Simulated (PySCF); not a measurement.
```xyz
3
charge 1 multiplicity 2, angstrom
S     0.3628    0.3420    0.0000
S    -0.1814   -0.1710    1.7123
S    -0.1814   -0.1710   -1.7123
```

Computed with UPBE0 in PySCF with S def2-TZVP; no relativity; density-fitted integrals.

This geometry of S₃⁺ is a stationary point at this level.

(1) What is the point group?

(2) Is it a minimum?

(3) List the harmonic modes with their infrared intensities.

(4) Give the ideal-gas entropy at 298.15 K and 1 bar by parts.

Answers

(1) C2v.

(2) Yes: all harmonic wavenumbers are real.

(3) 
```
symmetry  ω (cm⁻¹)  IR (km/mol)
      a1       246          0.0
      a1       585          0.0
      b2       697          1.4
```

(4) translation 165.8, rotation 96.8, vibration 10.6, spin 5.8; total 279.0 J/(mol K).

Only a few start shapes were tried, so a lower isomer may exist. At this level a doublet minimum of C2v symmetry lies 2 kJ/mol below this structure.
